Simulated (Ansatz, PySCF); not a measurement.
System: AlF2, net charge 0, doublet state. It need not be the lowest isomer of its formula. 
Geometry from a B3LYP-D3(BJ)/def2-TZVP (Ansatz, an electronic-structure program) optimisation:
```
Al
F 1 1.6531
F 1 1.6531 2 119.88
```
Charge 0, spin multiplicity 2.

Total electronic energies in hartree. Valence correlation only, unless marked. UHF or UKS for open shells. Spin-orbit coupling is left out. No relativistic terms. Basis-set limits of correlation are two-point, X^-3; Hartree-Fock from the larger set.

```
level                                        program  energy (Eh)
------------------------------------  --------------  -----------
HF/6-31G*                                     Ansatz   -440.89999
HF/def2-TZVPD                                  PySCF   -441.02162
HF/cc-pV(Q+d)Z                                Ansatz   -441.03478
M06-L/def2-TZVPD                               PySCF   -442.27732
PBE0-D3(BJ)/def2-TZVPD                Ansatz + dftd3   -442.02109
B2PLYP-D4/def2-TZVPD                  Ansatz + dftd4   -442.11423
RI-MP2/cc-pV(Q+d)Z                            Ansatz   -441.64770
CCSD(T)/cc-pwCVTZ                             Ansatz   -441.60376
CCSD(T)/CBS(cc-pV(T+d)Z,cc-pV(Q+d)Z)          Ansatz    -441.7007
```

Totals of different functionals don't rank their quality; only differences between species are comparable.
